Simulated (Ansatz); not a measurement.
Born–Oppenheimer molecular dynamics of CH5O2 (8 atoms, charge 1, multiplicity 1). It starts at the highest image of a converged band. Of that band: Neighbouring images differ by up to 1.7 eV, so the band resolves the path poorly. A vibrational analysis at the climbing image gives one clearly imaginary mode, 1356i cm⁻¹: a first-order saddle point.

Method: RKS PBE/cc-pVDZ in Ansatz.

```
ensemble                      : NVE (velocity Verlet)
time step                     : 0.5 fs
steps asked                   : 200
starting velocities drawn for : 100 K
seed                          : 10435
```

First frame:

```xyz
8
Properties=species:S:1:pos:R:3
O -1.202 0.687 -0.016
C 0.355 0.325 -0.294
O 0.552 -0.808 0.695
H -1.653 0.836 -0.886
H 0.370 -0.160 -1.290
H -0.377 1.442 0.123
H 1.288 -0.591 1.318
H 0.666 -1.732 0.350
```

How far do the bonds stretch over the last three quarters of this one trajectory? (Pairs bonded in most of those frames.)


| bond | mean (Å) | spread (Å) | shortest | longest |
| --- | --- | --- | --- | --- |
| O1–C2 | 1.649 | 0.126 | 1.42 | 1.79 |
| O1–H4 | 0.995 | 0.022 | 0.96 | 1.05 |
| O1–H6 | 0.985 | 0.011 | 0.97 | 1.01 |
| C2–O3 | 1.682 | 0.050 | 1.57 | 1.76 |
| C2–H5 | 1.127 | 0.010 | 1.10 | 1.15 |
| O3–H7 | 0.988 | 0.003 | 0.98 | 0.99 |
| O3–H8 | 0.991 | 0.003 | 0.98 | 1.00 |

Mean temperature of the second half: 371 K. The conserved energy stayed within 0.065 meV per atom of its start (net change 0.013 meV per atom), so the integration is sound. The system heated up, since it started high on the potential surface and ran downhill. A run of 0.1 ps of so small a system gives no equilibrium averages. The orbitals stay closed-shell, which can raise the energy where a bond breaks towards radicals; this wasn't checked here. Limits of this set-up: the dipole of an ion depends on the origin.

Run time: 3.8 min on 1 thread of Arm Neoverse V2, with other jobs on the host, peak memory 0.24 GiB.
